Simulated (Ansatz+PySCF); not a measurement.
Values are calculated unless marked as measured or tabulated.
Input for PySCF 2.14.0:

```python
from pyscf import gto, scf, cc

mol = gto.M(atom="""
O 0.000000 0.000000 0.000000
H 1.320900 0.000000 1.108360
H -1.334580 0.000000 1.119850
""", basis='6-31g', charge=1, spin=3)
mf = scf.UHF(mol)
mf.kernel()
mycc = cc.CCSD(mf, frozen=1).run()
et = mycc.ccsd_t()
print(mf.e_tot, mycc.e_corr, et, mycc.e_tot + et)
```

The script is written out from the run's settings.

The run gave:

| Item | Value |
| --- | --- |
| Converged | yes |
| Reference energy | -75.31022 hartree |
| CCSD correlation energy | -0.09874 hartree |
| Triples correction | -0.00874 hartree |
| Total energy | -75.41769 hartree |
| Spin squared of the determinant | 3.799 |

The reference isn't the lowest determinant (another lies 0.80 eV lower), but the same method gives a higher total on the lower determinant. Caution: large share of triples, a single reference is doubtful.
